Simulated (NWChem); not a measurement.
## A convergence study on SiH3O2 (SMILES O[SiH]O)

SiH3O2 has 6 atoms, charge 0, and is taken as a doublet. As SMILES, `O[SiH]O`. Geometry: relaxed at PBE0-D4/def2-TZVP. This is one conformer, not always the lowest.

| atom | x (Å) | y (Å) | z (Å) |
| --- | --- | --- | --- |
| O | -1.1862 | -0.4434 | -0.2025 |
| Si | 0.3589 | 0.0833 | -0.4571 |
| O | 1.0710 | 0.2550 | 1.0109 |
| H | -1.6253 | -0.8790 | -0.9347 |
| H | 0.3938 | 1.4593 | -1.0438 |
| H | 0.9877 | -0.4752 | 1.6272 |

Program: NWChem 7.3.0. Method: UMP2. Swept: basis set. Watched: the dipole moment (of the density that the program reports). Each run: gradient, 7 core orbitals frozen. Hardware: 1 thread of AMD EPYC 7R43 (Zen 3), shared host.

The last row is the best point of the sweep, not the limit.

Question: The candidates, from coarse to fine: 6-31G*; 6-31+G*; 6-31++G**; 6-311+G**. Estimate which is the coarsest that holds the dipole moment (of the density that the program reports) within 0.05 D of the last.

Answer: 6-31+G*: it is 0.0308 D off and takes 26 s, against 50 s for 6-311+G**.

```tsv
basis set	basis functions	value (D)	from the best (D)	wall time
6-31G*	52	2.2877	+0.0532	17 s
6-31+G*	64	2.2652	+0.0308	26 s
6-31++G**	76	2.2253	-0.0091	36 s
6-311+G**	92	2.2344	0.0000	50 s
```
